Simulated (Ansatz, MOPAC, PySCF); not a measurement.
Bond stretch in SMILES C(=O)O, singlet. The C2–H5 bond (C2 also carries O, O; H5 carries nothing else) is stretched with both fragments frozen at the PBE0/def2-TZVP optimised geometry.

Computed with: UKS-PBE = unrestricted PBE/cc-pVDZ run with Ansatz (a first-principles code); PM3, restricted, heats of formation (MOPAC); UKS-LDA (SVWN5)/6-31G* = unrestricted LDA (SVWN5)/6-31G*, spherical d run with PySCF; UCCSD(T) = CCSD(T) on UHF/cc-pVDZ, 3 core orbitals frozen (PySCF).

Energies relative to the lowest point of each curve near equilibrium, in kJ/mol:

```csv
R / Å,UKS-PBE,PM3,UKS-LDA (SVWN5)/6-31G*
0.87,152.4,118.5,146.7
0.93,76.7,57.8,72.7
1.06,5.4,2.5,4.5
1.10,0.1,0.0,0.0
1.14,0.0,2.1,0.6
1.35,48.7,55.6,52.5
1.49,100.7,111.4,106.5
1.65,162.6,189.1,170.4
1.99,279.7,369.6,292.2
2.98,412.4,673.2,461.9
3.34,417.7,724.6,472.8
3.81,420.0,803.8,478.0
```

Question: Predict the corresponding UCCSD(T) column.

Answer: 0.87: 151.3; 0.93: 74.8; 1.06: 4.4; 1.10: 0.0; 1.14: 0.9; 1.35: 57.1; 1.49: 114.4; 1.65: 180.7; 1.99: 304.1; 2.98: 420.3; 3.34: 422.9; 3.81: 424.0 (kJ/mol).

The unrestricted determinant behind UKS-PBE, UKS-LDA (SVWN5)/6-31G* is spin-contaminated at 2.41 to 3.81 Å (<S²> up to 1.0, against 0.00 for a pure singlet). The restricted form behind PM3 keeps the bonding electrons paired and can't separate into open-shell fragments. The unrestricted determinant behind UCCSD(T) is spin-contaminated at 1.65 to 3.81 Å (<S²> up to 1.0, against 0.00 for a pure singlet).
